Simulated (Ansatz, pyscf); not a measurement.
H₂N–NH–SiH₃ (SMILES NN[SiH3]) → NH₃ (SMILES N) + HN=SiH₂ (SMILES N=[SiH2]), an elimination on the singlet surface: N–N, H–Si broken, H–N formed. Optimised with ωB97X-D3(BJ)/def2-SVP in PySCF. Wave-function energies: Ansatz (a program for electronic structure), frozen core, RHF or UHF references. In kcal/mol, from the reactant's lowest minimum found.

```csv
level,barrier,reaction energy
PBE0-D3(BJ)/def2-TZVP,105.45,+14.08
r²SCAN/def2-TZVP,95.86,+9.71
CCSD(T)/cc-pV(D+d)Z,90.81,+8.71
CCSDT(Q)/cc-pV(D+d)Z,89.86,+8.24
CCSD(T)/cc-pV(T+d)Z,93.09,+7.73
CCSD(T)/cc-pV(Q+d)Z,94.33,+7.74
```

In cc-pV(D+d)Z, going from CCSD(T) to CCSDT(Q) shifts the barrier by -0.95 and the reaction energy by -0.47 kcal/mol. With HF in the quadruple-zeta basis and the correlation energy extrapolated as X⁻³ from X = 3, 4, CCSD(T) gives 95.20 and +8.11; adding the double-zeta shift gives ΔE‡ = 94.25 and ΔE = +7.64 kcal/mol, without core correlation, relativity or geometry relaxation at these levels. On the product side the descent ends in an adduct with a N–Si contact (not fully relaxed), 21.09 kcal/mol under the separated species and 119.63 kcal/mol under the saddle at ωB97X-D3(BJ)/def2-TZVP. At ωB97X-D3(BJ)/def2-TZVP the barrier from the zero used here is 113.58 kcal/mol. The same reactants have a lower exit, to H₂N–SiH₂–NH₂ (barrier +64.65 kcal/mol at ωB97M-D3(BJ)/def2-TZVP, against +109.07 kcal/mol here). H₂N–NH–SiH₃ lies 57.36 kcal/mol over its isomer H₂N–SiH₂–NH₂ (electronic energy, ωB97M-D3(BJ)/def2-TZVP). HN=SiH₂ lies 18.15 kcal/mol over its isomer H₂N–SiH: [singlet] (electronic energy, ωB97M-D3(BJ)/def2-TZVP). One saddle was located; it need not be the lowest between these sides. One closed-shell reference is unstable to symmetry breaking; treat the single-reference values with care. The largest closed-shell T1 diagnostic is 0.056, which may signal static correlation.
